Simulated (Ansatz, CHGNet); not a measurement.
For corundum (α-Al2O3), the machine-learned potential CHGNet-r²SCAN (trained on r²SCAN data) gives:

```
Item                              Result
------------------------------  --------
equilibrium lattice constant a   4.754 Å
lattice parameter c             12.979 Å
elastic constant C11             411 GPa
elastic constant C44             107 GPa
polycrystal shear modulus        116 GPa
```

Q: What does r²SCAN (Ansatz, a program for electronic structure, PAW) give for the same quantities?

A: 
- lattice constant a: 4.759 Å (goes up by 0.1 %)
- lattice parameter c: 12.995 Å (grows by 0.1 %)
- elastic constant C11: 500 GPa (rises by 22 %)
- elastic constant C44: 150 GPa (goes up by 40 %)
- Voigt–Reuss–Hill shear modulus: 165 GPa (goes up by 42 %)

For comparison: lattice constant a 4.759 Å (measured, temperature not stated, not corrected to a static lattice; as tabulated in Lallet et al. (2009), arXiv:0801.3594); lattice parameter c 12.991 Å (measured, temperature not stated, no zero-point or thermal correction; as tabulated in Lallet et al. (2009), arXiv:0801.3594); elastic constant C11 497 GPa (measured, temperature not stated, no zero-point or thermal correction; as tabulated in Liu et al. (2023), arXiv:2002.00005); elastic constant C44 147 GPa (measured, temperature not stated, not corrected to a static lattice; as tabulated in Oses et al. (2018), arXiv:1811.08464).

Changes are worked out from the printed values.

Unless a cell is named, each level is at its own relaxed cell (CHGNet-r²SCAN 8.47, r²SCAN 8.49 Å³/atom).

Ansatz's density-functional and Hartree–Fock values are scalar-relativistic unless marked +SOC, with PAW data made under PBE.
